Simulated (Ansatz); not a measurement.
# H2S2: how energies converge with the basis set

An exercise on one series of results from a longer session: the logs are not shown, and one member is left open.

Computed with Ansatz 0.2.0, Gaussian basis. Level: one geometry, several basis sets.

The runs, in order: PBE0-D4/def2-SVP; ωB97M-V/def2-SVP; PBE0-D4/def2-QZVPP; ωB97M-V/def2-QZVPP; CCSD(T)/cc-pV(D+d)Z; CCSD(T)/cc-pV(T+d)Z; CCSD(T)/cc-pV(Q+d)Z; the functionals' def2-TZVPP values are taken from earlier runs.

### Structure used throughout

The geometry comes from an earlier relaxation with PBE0-D4 in a triple-zeta def2 set; it is a stationary point.

SMILES `SS`, 4 atoms, charge 0, spin multiplicity 1.

Atoms are counted from 1 here; the program's logs count them from 0.

Bond lengths: S1–S2 2.046 Å, S1–H3 1.347 Å, S2–H4 1.347 Å. Angles: S2–S1–H3 98.6°, S1–S2–H4 98.6°.

Set-up of the first run:

The input, in.yaml:

```yaml
crystal:
  periodic: [false, false, false]
  atoms:
    - {symbol: S, position_ang: [0.796772, -0.805645, 0.162097]}
    - {symbol: S, position_ang: [0.076537, 1.106367, 0.060903]}
    - {symbol: H, position_ang: [-0.213907, -1.366250, 0.853830]}
    - {symbol: H, position_ang: [-0.603901, 1.005228, -1.097129]}
basis:
  gaussian: {orbitals: def2-SVP}
hamiltonian: {xc: pbe0, dispersion: d4}
output: {orbitals: {seedname: orbitals}}
```

The run is started by

```bash
ansatz run in.yaml --threads 2 --pin off --events-out ev --progress --plain --max-ram 32768MiB --backend cpu
```

Among the steps run: PBE0-D4 in def2-SVP; ωB97M-V in def2-SVP; PBE0-D4 in def2-QZVPP; ωB97M-V in def2-QZVPP.

One of the session's tables, all rows but one given; the rest of the session is left out.

It belongs to the step «Functionals by basis». 

| functional | basis | HOMO (eV) |
| --- | --- | --- |
| PBE0-D4 | def2-SVP | ? |
| PBE0-D4 | def2-TZVPP | -7.52 |
| PBE0-D4 | def2-QZVPP | -7.57 |
| ωB97M-V | def2-SVP | -9.55 |
| ωB97M-V | def2-TZVPP | -9.70 |
| ωB97M-V | def2-QZVPP | -9.76 |

**Question.** Estimate the row for PBE0-D4, def2-SVP.

As computed: HOMO (eV): -7.39. In the column «HOMO (eV)» it is the highest.
